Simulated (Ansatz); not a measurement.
Process, species as SMILES: C=C (C2H4) + 2 [H][H] (H2) → 2 C (CH4)
B3LYP-D3(BJ)/def2-TZVP geometries, fixed; electronic energies without zero-point terms.
Largest species:
```xyz
6

C     -0.0012    -0.0058     0.6623
C      0.0012     0.0058    -0.6623
H      0.0167     0.9104     1.2401
H     -0.0212    -0.9321     1.2238
H      0.0212     0.9321    -1.2238
H     -0.0167    -0.9104    -1.2401
```
Charge 0, spin multiplicity 1.

Basis-set convergence of the energy of full hydrogenation at HF with Ansatz (a first-principles code). Cartesian d functions, on some or all atoms, in 6-31+G*, 6-31G**; all else is spherical. No added dispersion term, no relativity. Functions are those of the species that has most. Reference: the value in aug-pcseg-3, -60.25 kcal/mol, itself unsure by roughly 0.04 kcal/mol (its mean distance from aug-cc-pVQZ, cc-pV5Z, def2-QZVPPD).

```csv
basis,functions,energy of full hydrogenation (kcal/mol)
pcseg-0,26,[?]
def2-SV(P),36,[?]
6-31+G*,46,-64.11
pcseg-1,48,-62.19
6-31G**,50,-64.10
6-311G**,60,-61.81
6-311+G**,68,[?]
def2-SVPD,72,-63.76
aug-pcseg-1,82,-62.50
cc-pVTZ,116,-60.73
def2-TZVPP,118,-60.45
jun-cc-pV(T+d)Z,134,[?]
"6-311++G(3df,3pd)",150,-60.25
aug-pcseg-2,184,-60.64
def2-QZVPP,234,-60.23
pcseg-3,252,-60.28
aug-cc-pVQZ,344,-60.19
aug-pcseg-3,366,-60.25
```

**Question.** Fill in the missing entries.

**Answer.** 
- pcseg-0, energy of full hydrogenation (kcal/mol): -65.54
- def2-SV(P), energy of full hydrogenation (kcal/mol): -61.95
- 6-311+G**, energy of full hydrogenation (kcal/mol): -61.04
- jun-cc-pV(T+d)Z, energy of full hydrogenation (kcal/mol): -60.51
